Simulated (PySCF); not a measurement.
Work out the structure from these simulated measurements.

Formula: C5H7F.

| Item | Value |
| --- | --- |
| Valence photoelectron | vertical ionisation energy: 9.75 eV [ΔSCF PBE0/def2-SVPD] |
| 13C NMR | chemical shifts (computed TMS as zero) by class: 157.0 (1 C), 144.9 (1 C), 101.5 (1 C), 36.1 (1 C), 34.5 (1 C) ppm [GIAO CAM-B3LYP/pcSseg-2] |
| 1H NMR | chemical shifts (computed TMS as zero) by class: 6.54 (1 H), 6.23 (1 H), 5.39 (1 H), 2.64 (1 H), 2.24 (1 H), 2.10 (1 H), 1.92 (1 H) ppm [GIAO CAM-B3LYP/pcSseg-2] |
| Dipole | 2.05 D [PBE0/def2-SVPD] |
| Couplings | largest of the computed one-bond spin–spin couplings (means over like bonds): 19F–13C -233.6, 13C–1H +175.9, 13C–1H +170.8, 13C–1H +161.9, 13C–1H +139.4, 13C–1H +139.1, 13C–1H +134.9, 13C–1H +132.3 Hz [B3LYP/pcJ-1, spin–dipole term left out for some pairs] |
| NMR, other nuclei | isotropic shieldings of nuclei other than C and H, by class: 363 (1 F) ppm [GIAO CAM-B3LYP/pcSseg-2] |
| UV, first state | lowest singlet excitation: 6.95 eV (178 nm, f = 0.215) [TDDFT PBE0/def2-SVPD] |
| Rotational structure | rotational constants A, B, C: 6.098, 3.552, 2.725 GHz [PBE0-D3(BJ)/def2-SVP] |
| Triplet | lowest triplet excitation (Tamm–Dancoff): 4.22 eV [TDA PBE0/def2-SVPD] |

Electronic properties: PySCF, gas phase, density fitting. Levels stand in brackets. Geometry: PBE0-D3(BJ)/def2-SVP, one conformer, isolated molecule. NMR values are class means; diastereotopic atoms form classes of their own.

Question: What is the compound? Reason from the data.

Answer: Numbering: `[F:1][C@H:2]1[CH:3]=[CH:4][CH2:5][CH2:6]1`. Its formula, C5H7F, gives 2 degrees of unsaturation: 1 ring and 1 π bond in the structure found. 5 carbons fall into 5 classes; from least to most shielded: alkene CH carbon [C4] (157.0 ppm), alkene CH carbon [C3] (144.9 ppm), sp3 C–F carbon [C2] (101.5 ppm), ring CH2 carbon [C6] (36.1 ppm), allylic carbon [C5] (34.5 ppm). Hydrogen classes from least to most shielded: 1 H on an alkene CH carbon, C4 (6.54 ppm), 1 H on an alkene CH carbon, C3 (6.23 ppm), 1 H on an sp3 C–F carbon, C2 (5.39 ppm), 1 H on an allylic carbon, C5 (2.64 ppm), 1 H on an allylic carbon, C5 (2.24 ppm), 1 H on a ring CH2 carbon, C6 (2.10 ppm), 1 H on a ring CH2 carbon, C6 (1.92 ppm). The other shieldings belong to: 363 ppm, alkyl fluorine [F1]. The couplings run between: -233.6 Hz, alkyl fluorine [F1] and sp3 C–F carbon [C2]; +175.9 Hz, alkene CH carbon [C3] and its hydrogen; +170.8 Hz, alkene CH carbon [C4] and its hydrogen; +161.9 Hz, sp3 C–F carbon [C2] and its hydrogen; +139.4 Hz, ring CH2 carbon [C6] and its hydrogen; +139.1 Hz, allylic carbon [C5] and its hydrogen; +134.9 Hz, allylic carbon [C5] and its hydrogen; +132.3 Hz, ring CH2 carbon [C6] and its hydrogen. The first electron is taken from the HOMO, whose largest Löwdin shares are 0.36 on an alkene CH carbon, 0.32 on an alkene CH carbon, 0.09 on the allylic carbon and 0.05 on the sp3 C–F carbon. The optimised geometry has point group C1 and is an asymmetric top. Structure: `C1C=C[C@H](F)C1`. Computed isomers that give other values at the same levels: `C#CC(C)(C)F` (rotational constant A: 4.849 GHz; this holds for the one conformer computed); `C=CC(=C)CF` (rotational constant A: 6.392 GHz; this holds for the one conformer computed); `C=C/C=C(\C)F` (lowest singlet excitation: 5.64 eV (220 nm, f = 0.728)). The assignments are read from this structure; whether some other isomer fits the data as well wasn't checked. The mirror image fits equally.
